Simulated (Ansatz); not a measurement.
# Ligand exchange: HCl + MgH(NH2) → NH3 + MgHCl

Species: HCl (hydrogen chloride), singlet; MgH(NH2), singlet; NH3 (ammonia) `N`, singlet; MgHCl `[MgH][Cl]`, singlet. The partners trade Cl for NH2: H–Cl and Mg–NH2 bonds give way to H–NH2 and Mg–Cl.

Shapes, held fixed at every level: PBE0-D4/def2-TZVP. Programs: Ansatz 0.2.0. The zero-point and thermal change to 298 K, harmonic and unscaled (PBE0-D4/def2-TZVP), is +12.6 kJ/mol.

```tsv
level	kind	ΔH(298 K) (kJ/mol)	less CCSD(T)/def2-TZVPP
HF/def2-TZVPP	Hartree–Fock	-155.2	-23.4
SPW92/def2-TZVPP	LDA	-126.3	+5.5
r2SCAN-D4/def2-TZVPP	meta-GGA	-139.2	-7.4
B3LYP-D4/def2-TZVPP	global hybrid	-135.3	-3.5
PBE0-D4/def2-TZVPP	global hybrid	-138.9	-7.1
MP2/def2-SVP	perturbation theory	-138.5	-6.7
CCSD/def2-SVP	coupled cluster or CI	-139.8	-8.0
CCSD(T)/def2-TZVPP	coupled cluster or CI	-131.8	0.0
```

The highest level, CCSD(T)/def2-TZVPP, gives ΔH(298 K) = -131.8 kJ/mol; the levels span -155.2 to -126.3. The column of differences is taken from that level and isn't an error. No measured value is set beside it here. Correlated rows may include outer-core shells of Mg, which these sets cover unevenly.
